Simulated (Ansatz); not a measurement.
Reaction (SMILES): C(F)F → C atom + 2 F atom + 2 H atom
B3LYP-D3(BJ)/def2-TZVP geometries, fixed; electronic energies without zero-point terms.
Largest species:
```
C
F 1 1.3618
F 1 1.3618 2 108.56
H 1 1.0913 2 108.69 3 -118.06
H 1 1.0913 4 113.42 3 -121.01
```
Charge 0, spin multiplicity 1.

Basis-set convergence of the atomisation energy at HF with Ansatz (a first-principles code). Cartesian d functions, on some or all atoms, in 6-31G*, 6-31+G*; all else is spherical. Open shells are unrestricted. No added dispersion term, no relativity. Functions are those of the species that has most. Reference: the value in aug-pcseg-3, 310.58 kcal/mol, itself unsure by roughly 0.94 kcal/mol (its mean distance from aug-cc-pVQZ, cc-pV5Z, def2-QZVPPD). Deviations are taken from unrounded values.

```json
[
 {"basis": "STO-3G", "functions": "17", "atomisation energy (kcal/mol)": "326.87", "minus reference (kcal/mol)": "16.29"},
 {"basis": "pcseg-0", "functions": "31", "atomisation energy (kcal/mol)": "272.13", "minus reference (kcal/mol)": "-38.44"},
 {"basis": "6-31G*", "functions": "49", "atomisation energy (kcal/mol)": "306.10", "minus reference (kcal/mol)": "-4.48"},
 {"basis": "6-31+G*", "functions": "61", "atomisation energy (kcal/mol)": "304.78", "minus reference (kcal/mol)": "-5.80"},
 {"basis": "6-311+G**", "functions": "78", "atomisation energy (kcal/mol)": "303.58", "minus reference (kcal/mol)": "-7.00"},
 {"basis": "aug-cc-pVDZ", "functions": "87", "atomisation energy (kcal/mol)": "302.93", "minus reference (kcal/mol)": "-7.65"},
 {"basis": "6-311++G(2d,2p)", "functions": "101", "atomisation energy (kcal/mol)": "306.48", "minus reference (kcal/mol)": "-4.10"},
 {"basis": "def2-TZVP", "functions": "105", "atomisation energy (kcal/mol)": "308.43", "minus reference (kcal/mol)": "-2.15"},
 {"basis": "def2-TZVPPD", "functions": "151", "atomisation energy (kcal/mol)": "309.15", "minus reference (kcal/mol)": "-1.43"}
]
```
